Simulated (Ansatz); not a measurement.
# MgNH3 (SMILES [NH2][MgH]): single points off equilibrium

The atoms stand at a structure displaced at random from a GFN2-xTB minimum. How far do the functionals agree with CCSD(T) there?

Program: Ansatz 0.2.0, Gaussian basis. Level of theory: single points in def2-TZVPP. These are calculated values, not measurements.

Correlated methods freeze the cores. The outer core shell of Li, Na, Mg and K is correlated. B3LYP uses VWN-RPA correlation.

### Step 1. The system as given

SMILES `[NH2][MgH]`, 5 atoms, charge 0, spin multiplicity 1.

Atoms are counted from 1 here; the program's logs count them from 0.

Bond lengths: N1–Mg2 1.861 Å, N1–H3 1.029 Å, N1–H4 0.983 Å, Mg2–H5 1.616 Å. Angles: Mg2–N1–H3 127.3°, Mg2–N1–H4 127.6°, H3–N1–H4 103.6°, N1–Mg2–H5 146.1°.

As a file:

```xyz
5
charge 0, multiplicity 1
N    -0.08820   -0.80790    0.04130
Mg    0.54270    0.89320   -0.37480
H    -0.85540   -1.31760   -0.41660
H     0.07110   -1.32180    0.86440
H     0.31690    2.48450   -0.20890
```

### Step 2. CCSD(T)/def2-TZVPP

File run/in.yaml:

```yaml
crystal:
  periodic: [false, false, false]
  atoms:
    - {symbol: N, position_ang: [-0.088200, -0.807900, 0.041300]}
    - {symbol: Mg, position_ang: [0.542700, 0.893200, -0.374800]}
    - {symbol: H, position_ang: [-0.855400, -1.317600, -0.416600]}
    - {symbol: H, position_ang: [0.071100, -1.321800, 0.864400]}
    - {symbol: H, position_ang: [0.316900, 2.484500, -0.208900]}
basis:
  gaussian: {orbitals: def2-TZVPP}
correlation: {method: ccsd_t}
output: {forces: true}
```

The command line of these runs was not kept.

### Step 3. PBE0-D4/def2-TZVPP

Changes to run/in.yaml since step 2:

```diff
@@ -10,3 +10,3 @@
   gaussian: {orbitals: def2-TZVPP}
-correlation: {method: ccsd_t}
-output: {forces: true}
+hamiltonian: {xc: pbe0, dispersion: d4}
+output: {forces: true, orbitals: {seedname: orbitals}}
```

### Step 4. wB97M-V/def2-TZVPP

Changes to run/in.yaml since step 3:

```diff
@@ -10,3 +10,3 @@
   gaussian: {orbitals: def2-TZVPP}
-hamiltonian: {xc: pbe0, dispersion: d4}
-output: {forces: true, orbitals: {seedname: orbitals}}
+hamiltonian: {xc: {name: wB97M-V}}
+output: {forces: true}
```

### Step 5. r2SCAN-D4/def2-TZVPP

Changes to run/in.yaml since step 4:

```diff
@@ -10,3 +10,3 @@
   gaussian: {orbitals: def2-TZVPP}
-hamiltonian: {xc: {name: wB97M-V}}
+hamiltonian: {xc: r2scan, dispersion: d4}
 output: {forces: true}
```

### Step 6. PBE-D4/def2-TZVPP

Changes to run/in.yaml since step 5:

```diff
@@ -10,3 +10,3 @@
   gaussian: {orbitals: def2-TZVPP}
-hamiltonian: {xc: r2scan, dispersion: d4}
+hamiltonian: {xc: pbe, dispersion: d4}
 output: {forces: true}
```

### Step 7. B3LYP-D4/def2-TZVPP

Changes to run/in.yaml since step 6:

```diff
@@ -10,3 +10,3 @@
   gaussian: {orbitals: def2-TZVPP}
-hamiltonian: {xc: pbe, dispersion: d4}
+hamiltonian: {xc: {name: B3LYP}, dispersion: d4}
 output: {forces: true}
```

### Step 8. BHLYP-D4/def2-TZVPP

Changes to run/in.yaml since step 7:

```diff
@@ -10,3 +10,3 @@
   gaussian: {orbitals: def2-TZVPP}
-hamiltonian: {xc: {name: B3LYP}, dispersion: d4}
+hamiltonian: {xc: {name: BHLYP}, dispersion: d4}
 output: {forces: true}
```

(Steps that only read results are left out.)

Before running it: what results should come out? Wanted: energy less free atoms, CCSD(T)/def2-TZVPP; RMS force component; RMS force error; HOMO and LUMO, PBE0-D4; T1 diagnostic.

**Answer**, as computed:

| quantity | value |
| --- | --- |
| energy less free atoms, CCSD(T)/def2-TZVPP | -12.394 eV |
| RMS force component | 0.647 to 0.684 eV/Å over the methods |
| RMS force error | PBE0-D4 0.051, wB97M-V 0.028, r2SCAN-D4 0.049, PBE-D4 0.147, B3LYP-D4 0.025, BHLYP-D4 0.181 eV/Å |
| HOMO and LUMO, PBE0-D4 | -6.17 and -1.02 eV |
| T1 diagnostic | 0.009 |

What this shows: Against CCSD(T) the functionals' energies less atoms differ by -0.574 to -0.072 eV, PBE-D4 by -0.574 eV. CCSD(T) in triple zeta still lacks some correlation energy of the bonds, so part of these gaps is its own basis error and they don't rank the functionals. For forces B3LYP-D4 does best and BHLYP-D4 worst. Frozen-core CCSD(T) forces in triple zeta carry basis errors of their own, and this is one geometry, so small gaps rank nothing.
